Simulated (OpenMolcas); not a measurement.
# One shape, several levels: OH− (hydroxide)

Aim: a comparison of 6 runs (B2PLYP/6-31G, B3LYP/6-31G, PBE0/6-31G, MP2/6-31G, CISD/6-31G, CCSD(T)/6-31G) of OH− (hydroxide). 

Program for the calculation: OpenMolcas 26.06.

1 further run of the same task is left out (set aside as unsound or not needed).

## 1. The structure to begin with

The species is OH− (2 atoms), meant as a singlet with charge -1. SMILES: `[OH-]`. The shape is that of a PBE0-D4/def2-TZVPD optimisation.

Bond lengths: O1–H2 0.964 Å.

## 2. A single-point energy at B2PLYP/6-31G (run 1)

test.input reads:

```
&GATEWAY
  BASLIB
  $CurrDir
  BASISSET
  O.6-31G....
  O1 0.411800 -0.131800 0.212500 angstrom
  End of Basis
  BASISSET
  H.6-31G....
  H2 -0.411800 0.131800 -0.212500 angstrom
  End of Basis

&SEWARD
  GRIDINPUT
  Grid=UltraFine
  End of Grid

&SCF
  CHARGE
  -1
  KSDFT
  B2PLYP_SCF
  THRESHOLDS
  1e-10 1e-07 1e-07 1e-05
  PRORBITALS
  1 1

&MBPT2
  FROZEN
  1
```

The basis set 6-31G is read from a file made from the Basis Set Exchange's data (not shown).

The run is started by

```bash
export MOLCAS_MEM=1860
pymolcas test.input > test.log
```

Standard output:

```text
--- Start Module: gateway ---
[...]
--- Stop Module: gateway /rc=_RC_ALL_IS_WELL_ ---
[...]
      Basis functions           11
[...]
--- Start Module: scf ---
[...]
       Convergence after  12 Iterations
[...]
::    Total KS-DFT energy                             -75.5735510603
[...]
      Total spin, S                                     0.0000000000
[...]
      Total electronic charge=   10.000000
      Total            charge=   -1.000000
[...]
      Dipole Moment (debye):
      Origin of the operator (angstrom)=    0.3630   -0.1162    0.1873
                   X= -1.1119E+00               Y=  3.5588E-01               Z= -5.7378E-01           Total=  1.3009E+00
      Center of Charge (angstrom)
[...]
--- Stop Module: scf /rc=_RC_ALL_IS_WELL_ ---
[...]
--- Start Module: mbpt2 ---
[...]
 ###    WARNING: MP2 implementation intended for RHF references only         ###
 ###############################################################################
MBPT2 WARNING: Reference function according to RunFile:KS-DFT
I'll assume you know what you're doing and continue
WARNING!
Default frozen orbitals as non valence orbitals is overwritten by user input.
Default values:   1
[...]
       Reference weight ( Cref**2 )         =        0.94508
::    Total MBPT2 energy                              -75.7262975692
[...]
      Total MBPT2 calculations                           0.04      0.04
--- Stop Module: mbpt2 /rc=_RC_ALL_IS_WELL_ ---
[...]
```

It took 2.9 s on 1 thread of Arm Neoverse V1, shared host; peak memory 0.37 GiB.

## 3. A single-point energy at B3LYP/6-31G (run 2)

test.inp reads:

```
&gateway
baslib
$CurrDir
basisset
O.6-31G....
O1 0.411800 -0.131800 0.212500 angstrom
End of Basis
basisset
H.6-31G....
H2 -0.411800 0.131800 -0.212500 angstrom
End of Basis
&seward
gridinput
Grid=UltraFine
End of Grid
&scf
charge
-1
ksdft
B3LYP
thresholds
1e-10 1e-07 1e-07 1e-05
prorbitals
1 1
```

The basis set 6-31G is read from a file made from the Basis Set Exchange's data (not shown).

The run is started by

```bash
export MOLCAS_MEM=1860
pymolcas test.inp > test.log
```

Standard output:

```text
--- Start Module: gateway ---
[...]
--- Stop Module: gateway /rc=_RC_ALL_IS_WELL_ ---
--- Start Module: seward ---
[...]
      Basis functions           11
--- Stop Module: seward /rc=_RC_ALL_IS_WELL_ ---
--- Start Module: scf ---
[...]
       Convergence after  12 Iterations
[...]
::    Total KS-DFT energy                             -75.7052623685
[...]
      Total spin, S                                     0.0000000000
[...]
      Total electronic charge=   10.000000
      Total            charge=   -1.000000
[...]
      Dipole Moment (debye):
      Origin of the operator (angstrom)=    0.3630   -0.1162    0.1873
                   X= -1.0374E+00               Y=  3.3204E-01               Z= -5.3535E-01           Total=  1.2137E+00
      Center of Charge (angstrom)
[...]
--- Stop Module: scf /rc=_RC_ALL_IS_WELL_ ---
[...]
```

It took 2.9 s on 1 thread of Arm Neoverse V1, shared host; peak memory 0.37 GiB.

Runs 3 to 5 aren't shown in full; the table further down has their settings and results.

## 4. The energy at CCSD(T)/6-31G (run 6)

test.input reads:

```
>>> EXPORT MOLCAS_PRINT=2

&GATEWAY
 BasLib=$CurrDir
 BasisSet
 O.6-31G....
 O1 0.411800 -0.131800 0.212500 angstrom
 End of Basis
 BasisSet
 H.6-31G....
 H2 -0.411800 0.131800 -0.212500 angstrom
 End of Basis

&SEWARD

&SCF
 Charge=-1
 Thresholds=1e-10 1e-07 1e-07 1e-05
 PrOrbitals=1 1

&RASSCF
 FileOrb=$Project.ScfOrb
 Spin=1
 Nactel=0 0 0
 Inactive=5
 Ras2=0
 OutOrbitals=Canonical
 OrbListing=Nothing

&MOTRA
 JobIph
 Frozen=1

&CCSDT
 CCT
 Triples=2
 Iterations=80
 Accuracy=1e-08
 Extrapolation=5 4
```

The basis set 6-31G is read from a file made from the Basis Set Exchange's data (not shown).

The run is started by

```bash
export MOLCAS_MEM=1860
pymolcas test.input > test.log
```

Standard output:

```text
--- Start Module: gateway ---
[...]
--- Stop Module: gateway /rc=_RC_ALL_IS_WELL_ ---
[...]
      Basis functions           11
[...]
       Convergence after  13 Iterations
[...]
::    Total SCF energy                                -75.3115160320
[...]
      Total spin, S                                     0.0000000000
[...]
      Number of active orbitals                  0
[...]
      Spin quantum number                      0.0
[...]
      Active orbitals                            0
[...]
      Number of CSFs                             1
[...]
      Number of root(s) required                 1
[...]
      Convergence after  4 iterations
[...]
      Natural orbitals and occupation numbers for root  1
      ************************************************************************************************************************
      *                                                    Final results                                                     *
      ************************************************************************************************************************
[...]
::    RASSCF root number  1 Total energy:    -75.31151603
[...]
      Total electronic charge=   10.000000
      Total            charge=   -1.000000
[...]
      Dipole Moment (debye):
      Origin of the operator (angstrom)=    0.3630   -0.1162    0.1873
                   X= -1.2067E+00               Y=  3.8620E-01               Z= -6.2267E-01           Total=  1.4117E+00
      Center of Charge (angstrom)
[...]
--- Start Module: motra ---
[...]
      *** WARNING: Default frozen orbitals is overwritten by user input.
      *** Default values:   1
[...]
--- Stop Module: motra /rc=_RC_ALL_IS_WELL_ ---
--- Start Module: ccsdt ---
[...]
      Convergence after                    11  Iterations
      Total energy (diff) :     -75.44076919       0.00000000
[...]
 METHOD                       : CCSD+T(CCSD)+<T3(1)WT1> = CCSD(T)
[...]
       CCSD     =       -75.4407691942956
[...]
--- Stop Module: ccsdt /rc=_RC_ALL_IS_WELL_ ---
[...]
```

It took 2.7 s on 1 thread of Arm Neoverse V1, shared host; peak memory 0.37 GiB.

## 5. The series

```tsv
run	level	frozen core orbitals	integration grid	energy (Eh)	HOMO energy (eV)	LUMO energy (eV)	HOMO–LUMO gap (eV)	wall time
1	B2PLYP/6-31G	1	UltraFine	-75.614793	2.16	12.93	10.77	2.9 s
2	B3LYP/6-31G	–	UltraFine	-75.705262	4.46	11.30	6.85	2.9 s
3	PBE0/6-31G	–	UltraFine	-75.621950	4.05	11.67	7.62	2.8 s
4	MP2/6-31G	1	–	-75.436265	-1.06	15.27	16.33	1.8 s
5	CISD/6-31G	1	–	-75.435558	-1.06	15.27	16.33	2 s
6	CCSD(T)/6-31G	1	–	-75.441595	-1.06	15.27	16.33	2.7 s
```

## 6. Outcome

```
                                                    quantity         value
                                         run 6: total energy  -75.44160 Eh
                  run 6: HOMO energy (Hartree–Fock orbitals)      -1.06 eV
                  run 6: LUMO energy (Hartree–Fock orbitals)      15.27 eV
run 6: HOMO–LUMO gap (to an unbound level, set by the basis)      16.33 eV
           run 6: correlation energy (1 core orbital frozen)    -130.1 mEh
                                       run 6: (T) correction     -0.83 mEh
```

What this shows: Over runs 1, 2, 3 the HOMO–LUMO gap runs from 6.85 eV (B3LYP/6-31G) to 10.77 eV (B2PLYP/6-31G). The empty levels of an anion lie above zero and hang on the basis. A double hybrid's value is that of its SCF part. For B2PLYP the log adds the whole second-order term; the table takes 0.27 of it, as the functional is defined. Totals of different functionals can't be ranked against each other. In runs 1, 2, 3 the HOMO lies above zero, so the outermost electron may be held by the basis alone. All runs together took 15 s, the longest 2.9 s.
